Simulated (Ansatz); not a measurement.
# [NO2]+ (SMILES O=[N+]=O): B3LYP/6-31G(d) (spherical functions)

Aim: the vertical singlet–triplet gap of [NO2]+ at B3LYP/6-31G* (spherical functions), from 2 runs. 

The results are computed with Ansatz 0.2.0.

5 further runs of the same task are left out: 5 that didn't finish.

## 1. The system as given

[NO2]+ has 3 atoms, charge +1, and is taken as a singlet. SMILES: `O=[N+]=O`. The shape is that of a PBE0-D4/def2-TZVP optimisation.

Bond lengths: O1–N2 1.110 Å, N2–O3 1.110 Å. Angles: O1–N2–O3 180.0°.

## 2. The energy at B3LYP/6-31G(d) (spherical functions)

job.yaml reads:

```yaml
crystal:
  periodic: [false, false, false]
  atoms:
    - {symbol: O, position_ang: [-0.572980, 0.927020, -0.209580]}
    - {symbol: N, position_ang: [-0.000010, -0.000010, -0.000000]}
    - {symbol: O, position_ang: [0.572990, -0.927010, 0.209580]}
basis:
  gaussian:
    orbitals: 6-31G_st_-spherical.json
accuracy: high
hamiltonian:
  xc: {name: B3LYP}
output:
  orbitals: {seedname: orbitals}
total_charge: 1
```

The basis set 6-31G* is read from a file made from the Basis Set Exchange's data (not shown).

Launch:

```bash
$ ansatz run job.yaml --threads 1 --pin off --max-ram 3480MiB --events-out events.jsonl --progress --plain --runs-dir runs
```

The log of the run:

```text
Warning: RAYON_NUM_THREADS=1 ignored (pool sized by the plan → 1); use --threads N
Functional definition: B3LYP
  name "B3LYP"
  parameter a0 = 0.2
  parameter ax = 0.72
  parameter ac = 0.81
  exchange = (1 - a0 - ax)*slater_x + ax*b88_x + a0*exact_x
  correlation = (1 - ac)*vwn_rpa_c + ac*lyp_c
772 factors; integrals over basis functions are off by at most 2.7e-9 eV
mean field evaluation 1: about -5566.8343 eV, gradient 4.8e1 eV
mean field evaluation 2: about -5562.4935 eV, gradient 7.2e1 eV
mean field evaluation 4: about -5570.3644 eV, gradient 4.4e-1 eV
mean field evaluation 8: about -5570.3622 eV, gradient 3.3e-2 eV
mean field evaluation 16: about -5570.3622 eV, gradient 5.2e-8 eV
mean field -5570.36221613 eV, -204.7070357158 hartree, gradient 5.3e-8 eV, S^2 0.000000; 0 other end points of the search recorded, 0 dependent functions left out
reference -5570.36223306 eV, -204.7070363378 hartree; 11, 11 occupied and 31, 31 virtual orbitals, 772 factors
Total energy: -5570.36223306 eV, -204.7070363378 hartree
```

It took 0.99 s on 1 thread of Arm Neoverse V2, shared host; peak memory 0.097 GiB.

## 3. The triplet

job.yaml reads:

```yaml
crystal:
  periodic: [false, false, false]
  atoms:
    - {symbol: O, position_ang: [-0.572980, 0.927020, -0.209580]}
    - {symbol: "N", position_ang: [-0.000010, -0.000010, -0.000000]}
    - {symbol: O, position_ang: [0.572990, -0.927010, 0.209580]}
basis:
  gaussian:
    orbitals: 6-31G_st_-spherical.json
total_charge: 1
magnetization:
  spin_polarized: true
  initial_magnetization: 2
hamiltonian:
  xc: {name: B3LYP}
accuracy: high
output:
  orbitals: {seedname: orbitals}
```

The basis set 6-31G* is read from a file made from the Basis Set Exchange's data (not shown).

Launch:

```bash
$ ansatz run job.yaml --threads 1 --pin off --max-ram 3480MiB --events-out events.jsonl --progress --plain --runs-dir runs
```

The log of the run (excerpt; [...] marks lines left out):

```text
Warning: RAYON_NUM_THREADS=1 ignored (pool sized by the plan → 1); use --threads N
[... 2 set-up lines as earlier in the session ...]
[...]
772 factors; integrals over basis functions are off by at most 2.7e-9 eV
[...]
mean field -5564.17473126 eV, -204.4796498408 hartree, gradient 1.1e-9 eV, S^2 2.004285; 4 other end points of the search recorded, 0 dependent functions left out
reference -5564.17474838 eV, -204.4796504698 hartree; 12, 10 occupied and 30, 32 virtual orbitals, 772 factors
Total energy: -5564.17474838 eV, -204.4796504698 hartree
```

Wall time 59 s (1 thread of Arm Neoverse V2, shared host); peak memory 0.15 GiB.

## 4. What came out

Level: B3LYP/6-31G* (spherical functions).

```
                                        quantity          value
                           singlet: total energy  -204.70704 Eh
                            singlet: HOMO energy      -20.93 eV
                            singlet: LUMO energy      -11.17 eV
                          singlet: HOMO–LUMO gap        9.76 eV
                           triplet: total energy  -204.47965 Eh
     triplet: HOMO energy (highest over α and β)      -14.45 eV
                                   triplet: ⟨S²⟩          2.004
vertical energy of the triplet above the singlet       6.187 eV
```

What this shows: At this shape the triplet lies 6.19 eV (143 kcal/mol) above the singlet.
